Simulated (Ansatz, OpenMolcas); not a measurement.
Worked example: vertical ionisation energy of H3O+ (oxonium)

The species is H3O+ (4 atoms), meant as a singlet with charge +1. SMILES: `[OH3+]`. The shape is that of a PBE0-D4/def2-TZVP optimisation.

Both states at this one shape; open shells run unrestricted unless said. 1 Eh = 27.2114 eV.

| level | program | singlet H3O+ (Eh) | doublet [H3O]2+ (Eh) | HOMO of the first (eV) |
| --- | --- | --- | --- | --- |
| B97M-V/6-311++G(2d,2p) | Ansatz | -76.705830 | -75.798676 | -19.30 |
| M06-2X/STO-3G | OpenMolcas | -75.681485 | -74.804236 | -20.84 |

Problem. Work out the vertical ionisation energy at each level.

Solution. 
1. B97M-V/6-311++G(2d,2p): -75.798676 − (-76.705830) = 0.907154 Eh = 24.68 eV; −ε(HOMO) = 19.30 eV.
2. M06-2X/STO-3G: -74.804236 − (-75.681485) = 0.877249 Eh = 23.87 eV; −ε(HOMO) = 20.84 eV.

No measured value is set beside it here; the levels span 23.87 to 24.68 eV. In semi-local functionals −ε(HOMO) lies far under the ionisation energy, a result of self-interaction, while the difference of totals does much better. Minimal sets are far from the basis-set limit.
